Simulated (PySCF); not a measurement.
SiH₄ + N₂ → HSiN + NH₃

Level: PBE0 in the def2-TZVP basis family, all electrons, no relativity, computed in PySCF with density fitting; open shells unrestricted.

```tsv
species	state and structure	E (Eh)	ZPE (kJ/mol)	H(298 K) − H(0) (kJ/mol)	S° (J/(mol K))
SiH₄	singlet, Td, Si–H 1.485 Å (×4)	-291.75605	81.5	10.5	204.7
N₂	singlet, D∞h, N–N 1.089 Å	-109.44629	14.9	8.7	191.4
HSiN	singlet, C∞v, Si–H 1.487 Å, Si–N 1.557 Å; H–Si–N 180.0°	-344.54742	24.0	11.1	225.3
NH₃	singlet, C3v, N–H 1.013 Å (×3); H–N–H 107.1° (×3)	-56.51312	90.6	10.0	192.4
```

(1) What is the electronic reaction energy?

(2) Add zero-point, thermal and entropy terms for 298.15 K and 1 bar.

Answers

(1) At PBE0/def2-TZVP, ΔE = 372.3 kJ/mol from the differences of the total energies times 2625.5, uphill. 

(2) ΔZPE = 18.2 and Δ[H(298) − H(0)] = 1.9 kJ/mol give ΔH° = 392.4 kJ/mol. ΔS° = 21.6 J/(mol K), so ΔG° = 392.4 − 298.15 × (0.0216) = 386 kJ/mol.

Each species is the lowest minimum found with this bonding; other isomers or fragments can lie lower.
